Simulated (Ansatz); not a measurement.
# C4H5F: the cost of one run

All numbers are computed with Ansatz 0.2.0, driven from Python. The levels of theory stand in the script.

## 1. The system

Bond lengths: F1–C2 1.382 Å, C2–C3 1.510 Å, C3–C4 1.512 Å, C2–C5 1.510 Å, C3–C5 1.540 Å, C4–C5 1.512 Å, C2–H6 1.111 Å, C3–H7 1.113 Å, C4–H8 1.110 Å, C4–H9 1.111 Å, C5–H10 1.112 Å. Angles (14 of 24 angles, heavy atoms first): F1–C2–C3 113.0°, F1–C2–C5 113.0°, C3–C2–C5 61.3°, C2–C3–C4 111.9°, C2–C3–C5 59.4°, C4–C3–C5 59.4°, C3–C4–C5 61.2°, C2–C5–C3 59.4°, C2–C5–C4 111.9°, C3–C5–C4 59.4°, F1–C2–H6 120.8°, C3–C2–H6 117.2°, C5–C2–H6 117.3°, C2–C3–H7 112.4°.

The script reads c4h5f.xyz:

```xyz
10

F     1.61360    1.11500    1.02940
C     1.15580    0.51280   -0.12740
C     0.29840   -0.70180    0.13870
C    -1.08740   -0.32070    0.60880
C    -0.34020    0.62820   -0.30120
H     1.77590    0.50540   -1.04880
H     0.27830   -1.40390   -0.72410
H    -1.12710    0.01050    1.66740
H    -1.91530   -0.87920    0.12220
H    -0.65200    0.53370   -1.36490
```

## 2. Script

Contents of c4h5f_methods.py:

```python
'''One geometry of C4H5F, method by method.'''

from pathlib import Path

import ansatz as az
import numpy as np

c4h5f = az.Crystal.molecule_from_extxyz('c4h5f.xyz')

calculation = c4h5f.calculation().basis(gaussian='def2-SVP')

print('functional    E (Ha)        dipole (D)   HOMO (eV)  LUMO (eV)')
for name in ['pbe0', 'blyp', 'lc_wpbe', 'r2scan', 'cam_b3lyp', 'hf']:
    rep = calculation.functional(name).forces().orbitals().run(runs_dir='runs').report
    lines = Path(rep['orbitals_path']).read_text().splitlines()
    field_of = lambda key: [line.split('=')[1].strip() for line in lines if line.startswith(key)]
    orbitals = [(27.211386 * float(e), s, float(n)) for e, s, n in zip(field_of('Ene='), field_of('Spin='), field_of('Occup='))]
    homo = max(e for e, _, n in orbitals if n > 0.5)
    lumo = min(e for e, _, n in orbitals if n < 0.5)
    dipole = 4.803205 * np.linalg.norm(rep['charge_distribution']['dipole_moment_e_ang'])
    print(f'{name:10s} {rep["free_energy_ev"] / 27.211386246:14.6f} {dipole:9.3f} {homo:11.3f} {lumo:10.3f}')
```

## 3. The input behind the calls

The engine receives this input (first run):

```yaml
crystal:
  periodic: [false, false, false]
  atoms:
    - { symbol: F, position_ang: [1.6136, 1.115, 1.0294] }
    - { symbol: C, position_ang: [1.1558, 0.5128, -0.1274] }
    - { symbol: C, position_ang: [0.2984, -0.7018, 0.1387] }
    - { symbol: C, position_ang: [-1.0874, -0.3207, 0.6088] }
    - { symbol: C, position_ang: [-0.3402, 0.6282, -0.3012] }
    - { symbol: H, position_ang: [1.7759, 0.5054, -1.0488] }
    - { symbol: H, position_ang: [0.2783, -1.4039, -0.7241] }
    - { symbol: H, position_ang: [-1.1271, 0.0105, 1.6674] }
    - { symbol: H, position_ang: [-1.9153, -0.8792, 0.1222] }
    - { symbol: H, position_ang: [-0.652, 0.5337, -1.3649] }
basis:
  gaussian:
    orbitals: def2-SVP
hamiltonian:
  xc: pbe0
output:
  orbitals: {}
  forces: true
```

## 4. The run

On the command line:

```sh
python c4h5f_methods.py
```

**Question.** How long does this script take on 1 thread of Arm Neoverse V1, shared host, and how much memory does it need?

About 21 s, with a peak of 0.28 GiB.
